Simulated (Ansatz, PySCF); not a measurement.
Species: C2H3O, charge 0, doublet. C2H3O (SMILES C[C]=O, doublet).
B3LYP-D3(BJ)/def2-TZVP minimum from Ansatz (an electronic-structure program):
```
C
H 1 1.0907
H 1 1.0907 2 107.26
H 1 1.0931 2 110.55 3 120.60
C 1 1.5066 2 108.57 3 -117.14
O 5 1.1781 1 128.79 2 -121.85
```
Charge 0, spin multiplicity 2.

Wanted: enthalpy of formation at 298 K (by atomisation, with ideal-gas terms from PySCF's Hessian at B3LYP-D3(BJ)/def2-TZVP and the atoms' measured values of the G2/97 table; no spin-orbit terms), in kJ/mol. Open shells are spin-unrestricted; no spin-orbit coupling. CBS(X,Y): correlation extrapolated as X^-3, Hartree-Fock from the larger set. A bracket is a step between two methods taken in the basis named. Functionals run without relativity, which enters their misses. Double hybrids freeze cores in their MP2 part. '+ core + X2C': CCSD(T) terms for core correlation (cc-pwCVTZ) and scalar relativity (cc-pVTZ-DK). For partners of very few electrons the exact lower level stands in for a higher one.

Measured: -2.3 kcal/mol, -9.7 kJ/mol (Active Thermochemical Tables 1.112 (ions: stationary electron), as tabulated in the package chemicals); atomic spin-orbit terms, which the calculations lack, would raise the computed values.

### Question
What does PBE/def2-TZVPD (Ansatz) give here, and how do the other levels compare?

### Answer
PBE gives -99.6 kJ/mol, 89.9 kJ/mol below it. Errors of the others: r2SCAN/def2-TZVPD (Ansatz) -20.1; B3LYP/def2-TZVPD (Ansatz) -0.1; PBE0/def2-TZVPD (Ansatz) -16.7; B2PLYP/def2-TZVPD (Ansatz) 15.5; CCSD(T)/CBS(cc-pVTZ,cc-pVQZ) + core + X2C (Ansatz) -0.8; CCSD(T)/CBS(cc-pVTZ,cc-pVQZ) + [CCSDT(Q) - CCSD(T)]/cc-pVDZ + core + X2C (Ansatz) -4.5 kJ/mol. Nearer than PBE: r2SCAN/def2-TZVPD, B3LYP/def2-TZVPD, PBE0/def2-TZVPD, B2PLYP/def2-TZVPD, CCSD(T)/CBS(cc-pVTZ,cc-pVQZ) + core + X2C, CCSD(T)/CBS(cc-pVTZ,cc-pVQZ) + [CCSDT(Q) - CCSD(T)]/cc-pVDZ + core + X2C.
